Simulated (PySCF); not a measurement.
Structure problem from calculated spectra and properties.

Formula: CH8AlSi; charge -1.

| Quantity | Value |
| --- | --- |
| Rotational structure | rotational constants A, B, C: 17.264, 2.694, 2.520 GHz [PBE0-D3(BJ)/def2-SVP] |
| XPS | Si2p3/2 102.3, C1s 284.7, Al1s 1560.0, Si1s 1842.1 eV [ΔSCF SCAN, pcX-2 on the ionised atom, pcseg-1 elsewhere, spin-free X2C, 2p3/2 from a spin–orbit splitting computed afterwards within the 2p shell] |
| NMR, other nuclei | isotropic shieldings of nuclei other than C and H, by class: 458 (1 Al), 421 (1 Si) ppm [GIAO PBE0/pcSseg-1] |
| 1H NMR | chemical shifts (computed TMS as zero) by class: 3.82 (3 H), 3.60 (3 H), -1.52 (2 H) ppm [GIAO PBE0/pcSseg-1] |
| 13C NMR | chemical shifts (computed TMS as zero) by class: -19.9 (1 C) ppm [GIAO PBE0/pcSseg-1] |

Gas-phase values; electronic properties from PySCF, density fitting. Levels stand in brackets. Isolated species at its PBE0-D3(BJ)/def2-SVP geometry, gas phase. The geometry's basis has no diffuse functions, a weakness for an anion. No diffuse functions stand in pcSseg-1, which bears on an anion's orbital energies. NMR values are class means; diastereotopic atoms form classes of their own.

Task: Propose a structure and show how it fits.

Result: Numbering: `[AlH3-:1][CH2:2][SiH3:3]`. The one carbon: sp3 carbon bound to silicon [C2] (-19.9 ppm). Hydrogen classes from least to most shielded: 3 H on an SiH3 silicon, Si3 (3.82 ppm), 3 H on an aluminium bonded to C and 3 H, Al1 (3.60 ppm), 2 H on an sp3 carbon bound to silicon, C2 (-1.52 ppm). The other shieldings belong to: 458 ppm, aluminium bonded to C and 3 H [Al1]; 421 ppm, SiH3 silicon [Si3]. The core levels belong to: Si2p3/2 102.3 eV, SiH3 silicon [Si3]; C1s 284.7 eV, sp3 carbon bound to silicon [C2]; Al1s 1560.0 eV, aluminium bonded to C and 3 H [Al1]; Si1s 1842.1 eV, SiH3 silicon [Si3]. The optimised geometry has point group Cs and is an asymmetric top. Structure: `[AlH3-][CH2][SiH3]`. The assignments are read from this structure; whether some other isomer fits the data as well wasn't checked.
